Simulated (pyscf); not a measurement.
Optimised with ωB97X-D3(BJ)/def2-SVP in PySCF. Correlated levels are frozen-core, on RHF or UHF. ΔMP2 is the change of the MP2 total energy from the triple- to the quadruple-zeta basis.

### Question
PBE/def2-TZVP puts the barrier of H₃Si–PH₂ + AlH₃ → H₂Al–PH₂ + SiH₄ (four-centre exchange; singlet surface; P–Si, Al–H broken, Al–P, H–Si formed) at 0.25 eV and the reaction energy at -0.37 eV, from the separated reactants. What do r²SCAN/def2-TZVP, B3LYP-D3(BJ)/def2-TZVP, CCSD(T)/def2-TZVPP + ΔMP2(QZVPP) give on the same structures?

### Answer
r²SCAN: ΔE‡ = 0.24 eV, ΔE = -0.37 eV; B3LYP-D3(BJ): ΔE‡ = 0.39 eV, ΔE = -0.34 eV; CCSD(T): ΔE‡ = 0.43 eV, ΔE = -0.36 eV. PBE's barrier matches one of them and lies within 0.18 eV of the others. Its reaction energy matches one of them and lies within 0.03 eV of the others. On the reactant side the descent ends in an adduct with a Al–P contact, 0.91 eV under the separated species and 1.08 eV under the saddle at ωB97X-D3(BJ)/def2-TZVP. On the product side the descent ends in a complex (not fully relaxed), 0.34 eV under the separated species and 0.85 eV under the saddle at ωB97X-D3(BJ)/def2-TZVP. What is counted as formed (Al–P) is already present as a longer contact in the reactant adduct; forming that adduct is a step of its own. At ωB97X-D3(BJ)/def2-TZVP the barrier from the zero used here is 0.18 eV. One saddle was located; it need not be the lowest between these sides. The CCSD(T) − MP2 part came from Ansatz, without density fitting, on the same reference.
